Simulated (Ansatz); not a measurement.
Ideal-gas functions of FHMg, SMILES `[F][MgH]` at 298.15 K and 1 bar, from an Ansatz frequency run at PBE0-D4/def2-TZVP.

Molar mass 44.31 g/mol, point group C∞v (symmetry number 1), electronic degeneracy 1, moments of inertia 38.818 u Å². Harmonic wavenumbers (cm⁻¹, unscaled): 320, 320, 715, 1672.

Use S(trans) = R[1.5 ln M + 2.5 ln T − 1.1517]; rotational temperatures θ = 24.2544 K / I; S(rot) = R[ln(T/σθ) + 1]; for each mode x = 1.438777 ν̃/T, S = R[x/(eˣ − 1) − ln(1 − e⁻ˣ)] and H = RT x/(eˣ − 1); 1 cm⁻¹ = 0.0119627 kJ/mol; R = 8.31446 J/(mol·K).

**Question.** By hand: the entropy, in J/(mol·K).

**Answer.** Translation 156.1. Rotation: θ = 0.6248 K, giving 59.6. Vibration, mode by mode: 5.48, 5.48, 1.21, 0.02, in all 12.2. Electronic 0.0. Sum 227.9 J/(mol·K).

**Question.** By hand: H − E and G − E in kJ/mol, counted from the electronic energy.

**Answer.** Zero-point energy ½ × 3027 × 0.0119627 = 18.1; thermal vibration 2.4; translation, rotation and pV give 3.5 RT = 8.7. H − E = 29.2 kJ/mol, and G − E = 29.2 − 298.15 × 227.9/1000 = -38.7 kJ/mol.

Vibration gives 5 % of the entropy.
